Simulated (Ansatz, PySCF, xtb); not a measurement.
Bonds broken one at a time in the series SiH2Cl-X. All species are isolated molecules in the gas phase. One relaxed conformer stands for each flexible species; it need not be the lowest. Strings in code marks are SMILES.

Quantity: homolytic bond dissociation enthalpy at 298 K (no spin–orbit term), in kcal/mol. Thermal and zero-point terms are GFN2-xTB rigid-rotor harmonic values (xtb).

Level 1: frozen-core CCSD(T)/def2-TZVPP // B3LYP-D3(BJ)/def2-TZVP (Ansatz, an electronic-structure program)
Level 2: PBE-D3(BJ)/def2-TZVP // B3LYP-D3(BJ)/def2-TZVP (PySCF)
Level 3: B3LYP/LANL2DZ // B3LYP-D3(BJ)/def2-TZVP (PySCF)
Level 4: HF/6-31G* // B3LYP-D3(BJ)/def2-TZVP (PySCF)

| species | level 2 | level 3 | level 4 |
|---|---|---|---|
| Si–Si bond of `[SiH3][SiH2]Cl`, giving `[SiH2]Cl` and `[SiH3]` | 73.5 | 67.7 | 56.5 |
| Si–Br bond of `Cl[SiH2]Br`, giving `[Br]` and `[SiH2]Cl` | 95.4 | 65.8 | 68.7 |
| Si–Cl bond of `[SiH3]Cl`, giving `[Cl]` and `[SiH3]` | 108.5 | 79.9 | 79.8 |
| Si–Cl bond of `S[SiH2]Cl` (H–S–Si–Cl torsion 69°), giving `[Cl]` and `[SiH2]S` | 107.9 | 77.9 | 79.7 |
| Cl–Si bond of `Cl[SiH2]Br`, giving `[Cl]` and `[SiH2]Br` | 108.1 | 76.4 | 78.6 |

**Question.** What does level 1 give for each?

**Answer.** 
- Si–Si bond of `[SiH3][SiH2]Cl`, giving `[SiH2]Cl` and `[SiH3]`: 74.9
- Si–Br bond of `Cl[SiH2]Br`, giving `[Br]` and `[SiH2]Cl`: 94.6
- Si–Cl bond of `[SiH3]Cl`, giving `[Cl]` and `[SiH3]`: 106.1
- Si–Cl bond of `S[SiH2]Cl` (H–S–Si–Cl torsion 69°), giving `[Cl]` and `[SiH2]S`: 106.5
- Cl–Si bond of `Cl[SiH2]Br`, giving `[Cl]` and `[SiH2]Br`: 106.5
